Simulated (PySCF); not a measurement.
# Unknown compound

An unknown has the formula C6H6. Its calculated NMR data are:

1H NMR (400 MHz, computed): δ 7.66 (s, 6H).

13C{1H} NMR (computed): δ 133.9 (CH).

Computational details: geometry from GFN2-xTB, σ from GIAO-PBE0/pcSseg-1, couplings computed with B3LYP/pcJ-1 (without the spin–dipole term), in PySCF 2.14 (equivalent nuclei averaged, no solvent, non-relativistic Hamiltonian, one computed conformer).

δ = σ(ref) − σ, references computed at the same level: 1H (σref 31.72), 13C (σref 186.93) vs TMS.

Choose the structure that fits.
A. C1=CC2C3C1C23
B. C=CC=C1C=C1
C. c1ccccc1

Answers

C. 

The formula gives 4 degrees of unsaturation (1 ring in the answer). 1 carbon signal for 6 carbons: some carbons are equivalent by symmetry or fast rotation. Carbon types of the structure: 6 × CH, which accounts for all hydrogens. δC 133.9: aromatic CH; the aromatic region. δH 7.66: hydrogen on an aromatic CH; aromatic region.

The others: C=CC=C1C=C1 would give 6 carbon signals, not 1; C1=CC2C3C1C23 would give 3 carbon signals, not 1.

Shifts are as computed. Against solution values, carbons near 30 ppm lie about +3 ppm off and those near 130 ppm about +5 ppm. Of 1211 compounds with measured shifts, 218 miss one by over three times the rms of a fit or turn the order of signals round; such compounds aren't used in these exercises.
